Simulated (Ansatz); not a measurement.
The parent structure is GaN in the zinc blende structure (space group F-43m, No. 216; a = 4.4982 Å).

All numbers come from Ansatz (a program for electronic structure), r2SCAN, PAW, cutoff 500 eV, scalar-relativistic without spin-orbit coupling, earlier PAW set.

It is then changed as follows: every N is replaced by P, then cell and atoms are relaxed.

Measured band gap: GaN 3.48 eV (static lattice; corrected from measurement; as listed in I. Vurgaftman, J. R. Meyer, L. R. Ram-Mohan, Journal of Applied Physics (2001)); GaP 2.43 eV (static lattice; corrected from measurement; as listed in Wei Chen et al., Physical Review Materials (2018)).

Measured lattice parameter a: GaN 4.5 Å (room temperature; as listed in I. Vurgaftman, J. R. Meyer, L. R. Ram-Mohan, Journal of Applied Physics (2001)); GaP 5.439 Å (static lattice; corrected from measurement; as listed in Daniel Mejia-Rodriguez, S. B. Trickey, Phys. Rev. B (2018)).

**Question.** How well does r2SCAN reproduce the measured shift?

**Answer.** With r2SCAN the band gap moves by -0.32 eV (2.17 → 1.85) against -1.05 eV measured; the lattice parameter a moves by +0.953 Å (4.498 → 5.452) against +0.939 Å measured. The two measured values stand on different bases (one corrected, one not), which blurs small differences.

Gaps are read on the SCF mesh and a high-symmetry path. Stability against distortions was not tested. This is not the structure that GaN has at room temperature and ambient pressure.
